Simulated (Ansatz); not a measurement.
## Fluorite SrCl₂

Computed with r²SCAN50 (Ansatz, a quantum-chemistry and plane-wave program, plane waves, PAW).

Settings: plane-wave cutoff 520 eV, 6×6×6 k mesh, Fermi–Dirac smearing 0.01 eV, scalar-relativistic PAW data made under PBE.

Cell: measured lattice: a = b = c = 6.974 Å, α = β = γ = 90.00°.

band gap: 9.40 eV (on the SCF k mesh)
smallest direct gap on the k points sampled: 9.67 eV
Γ–Γ gap: 9.80 eV

Measured, for comparison: band gap 7.5 eV (temperature not stated, no zero-point or thermal correction; as tabulated in Aguado et al. (1999), arXiv:cond-mat/9901145).

Note: cell and atoms aren't relaxed at this level (pressure -0.2 GPa).

Spin–orbit coupling is not included.

Computed values are for the static lattice.

The result took very roughly 2.3 core-minutes.
